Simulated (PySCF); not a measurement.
# CS: changing the method

What do other methods print for CS?

Method: method and basis as typed in the scripts; program: PySCF 2.14.0.

3 further runs of the same task are left out: 3 that didn't finish.

## (1) Where the work starts

CS: 2 atoms, charge 0, spin multiplicity 1.

Bond lengths: C1–S2 1.526 Å.

## (2) The base run

input.py

```python
from pyscf import gto, scf, cc

mol = gto.M(
    atom='C 0 0 0; S 0 0 1.526',
    basis='6-31g*',
    charge=0,
    spin=0,
    symmetry=True,
    verbose=4,
)
mf = scf.RHF(mol)
mf.kernel()
mycc = cc.CCSD(mf, frozen=6)
mycc.kernel()
mycc.ccsd_t()
mf.dip_moment()
print('orbital energies (hartree):', mf.mo_energy[..., max(0, mol.nelec[1]-3):mol.nelec[0]+3].round(4))
```

On the command line:

```console
OMP_NUM_THREADS=1 python input.py
```

## (3) Pw91 (RKS)

Run 1 changes functional: none (Hartree–Fock) → pw91; SCF type: RHF → RKS; step after the SCF: ccsd(t) → analyze.

input.py

```python
from pyscf import gto, dft

mol = gto.M(
    atom='C 0 0 0; S 0 0 1.526',
    basis='6-31g*',
    charge=0,
    spin=0,
    symmetry=True,
    verbose=4,
)
mf = dft.RKS(mol, xc='pw91')
mf.kernel()
mf.analyze()
print('orbital energies (hartree):', mf.mo_energy[..., max(0, mol.nelec[1]-3):mol.nelec[0]+3].round(4))
```

## (4) Pw6b95 (RKS)

Run 2 changes functional: none (Hartree–Fock) → pw6b95; SCF type: RHF → RKS; step after the SCF: ccsd(t) → analyze.

input.py

```python
from pyscf import gto, dft

mol = gto.M(
    atom='C 0 0 0; S 0 0 1.526',
    basis='6-31g*',
    charge=0,
    spin=0,
    symmetry=True,
    verbose=4,
)
mf = dft.RKS(mol, xc='pw6b95')
mf.kernel()
mf.analyze()
print('orbital energies (hartree):', mf.mo_energy[..., max(0, mol.nelec[1]-3):mol.nelec[0]+3].round(4))
```

## (5) CASCI

Run 3 changes step after the SCF: ccsd(t) → casci; active space: none → 8 electrons in 6 orbitals.

Edit input.py of step 2 so:

```diff
@@ -1,2 +1,2 @@
-from pyscf import gto, scf, cc
+from pyscf import gto, scf, mcscf
 
@@ -12,5 +12,5 @@
 mf.kernel()
-mycc = cc.CCSD(mf, frozen=6)
-mycc.kernel()
-mycc.ccsd_t()
+mc = mcscf.CASCI(mf, 6, 8)
+mc.kernel()
+mc.analyze()
 mf.dip_moment()
```

## (6) B3pw91 (RKS)

Run 4 changes functional: none (Hartree–Fock) → b3pw91; SCF type: RHF → RKS; step after the SCF: ccsd(t) → analyze.

input.py

```python
from pyscf import gto, dft

mol = gto.M(
    atom='C 0 0 0; S 0 0 1.526',
    basis='6-31g*',
    charge=0,
    spin=0,
    symmetry=True,
    verbose=4,
)
mf = dft.RKS(mol, xc='b3pw91')
mf.kernel()
mf.analyze()
print('orbital energies (hartree):', mf.mo_energy[..., max(0, mol.nelec[1]-3):mol.nelec[0]+3].round(4))
```

## (7) Gradient

Run 5 changes step after the SCF: ccsd(t) → gradient.

Edit input.py of step 2 so:

```diff
@@ -1,2 +1,2 @@
-from pyscf import gto, scf, cc
+from pyscf import gto, scf
 
@@ -12,5 +12,3 @@
 mf.kernel()
-mycc = cc.CCSD(mf, frozen=6)
-mycc.kernel()
-mycc.ccsd_t()
+mf.nuc_grad_method().kernel()
 mf.dip_moment()
```

Q: Predict the outcome of this session. Wanted: for each run, E(SCF); from base; gap; SCF dipole; after the SCF.

**Answer**, as computed:

```
         run  E(SCF) (hartree)  from base (eV)  cycles  gap (eV)  SCF dipole (D)                               after the SCF
        base       -435.302725               0       9     14.59            1.31  CCSD(T) correlation -7.249 eV, core frozen
  pw91 (RKS)       -436.160327  not comparable       8      4.07            1.66                                         n/a
pw6b95 (RKS)       -436.562179  not comparable       8      6.92            1.59                                         n/a
       CASCI       -435.302725          0.0000       9     14.59            1.31                 CASCI correlation -1.391 eV
b3pw91 (RKS)       -436.133718  not comparable       8      6.19            1.63                                         n/a
    gradient       -435.302725          0.0000       9     14.59            1.31                                         n/a
```

What this shows: The gap between the frontier levels is 4.1 eV with pw91 (0 % exact exchange) and 6.9 eV with pw6b95 (28 %): exact exchange opens it. A lower total energy from another functional means nothing by itself.
